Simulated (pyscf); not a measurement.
Thermochemistry of product channels of F–N(F)–F + F–Si:–F [singlet] on the singlet surface, in kcal/mol, from ωB97M-D3(BJ)/def2-TZVP energies (ideal gas, 1 atm, RRHO with modes under 100 cm⁻¹ raised to 100, one conformer, R ln 2 for chiral ones without a mode under 150 cm⁻¹). Single points on ωB97X-D3(BJ)/def2-SVP structures (PySCF, gas phase).

```
products            ΔE  ΔH(298 K)  ΔG(298 K)  ΔG(900 K)
-----------------  ---  ---------  ---------  ---------
F–F + F–N=Si(F)–F  [?]      +55.2      +55.0      +53.9
F–N(F)–Si(F)(F)–F  [?]     -109.7      -98.6      -77.5
```

### Question
Some entries are withheld; supply them.

### Answer

- F–F + F–N=Si(F)–F, ΔE: +55.4
- F–N(F)–Si(F)(F)–F, ΔE: -111.4

These are energies of the channels, which say nothing of barriers. F–N=Si(F)–F lies 65.8 kcal/mol over its isomer :N–Si(F)(F)–F [triplet] (electronic energy, ωB97M-D3(BJ)/def2-TZVP).
